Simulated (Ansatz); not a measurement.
The same path of CH7NSi (10 atoms, charge 0, multiplicity 1) was run twice with different band settings. Lost on the way: Si1–H2, Si1–C3. Made: H2–C3.

All numbers below come from RKS B3LYP/def2-SVP in Ansatz 0.2.0.

Relaxed end points:

```xyz
10
Properties=species:S:1:pos:R:3
Si 0.082 -0.053 0.344
H -0.272 -0.163 1.792
C 1.967 -0.062 0.196
H 2.398 -0.994 0.599
H 2.288 0.032 -0.855
H 2.403 0.782 0.758
H -0.422 1.243 -0.204
N -0.773 -1.322 -0.483
H -0.739 -2.274 -0.131
H -0.834 -1.319 -1.497
```

```xyz
10
Properties=species:S:1:pos:R:3
Si -1.692 -0.140 0.187
H 1.875 0.494 1.651
C 2.372 0.121 0.744
H 1.788 -0.711 0.325
H 2.437 0.931 0.003
H 3.385 -0.226 0.998
H -1.252 0.869 -0.889
N -1.071 -1.510 -0.659
H -1.152 -2.451 -0.283
H -0.594 -1.508 -1.558
```

Common settings: movable images 7; climbing image yes; spring 5.0 eV/Å²; optimiser quadratic models (default); start path through a guess of the saddle point; force threshold 0.03 eV/Å; end points relaxed.

| run | iteration limit |
| --- | --- |
| 1 | 60 |
| 2 | 10 |

What does each run give, and how far can it be trusted?

Run 1: converged after 34 iterations, highest image 3.110 eV above the first end. The profile has 2 maxima (images 1, 3) with wells between them (image 2): this band takes more than one step, which may be the mechanism or a detour left from its start path. Neighbouring images differ by up to 3.1 eV, so the band resolves the path poorly. A vibrational analysis at the climbing image gives one clearly imaginary mode, 1254i cm⁻¹: a first-order saddle point.
Run 2: not converged after 10 iterations, highest image 3.171 eV above the first end. The band didn't meet its force threshold, so its energies are provisional: the largest band force was still 0.70 eV/Å, and over the last iterations the top moved between 2.84 and 3.17 eV.
The orbitals stay closed-shell, which can raise the energy where a bond breaks towards radicals; this wasn't checked here.
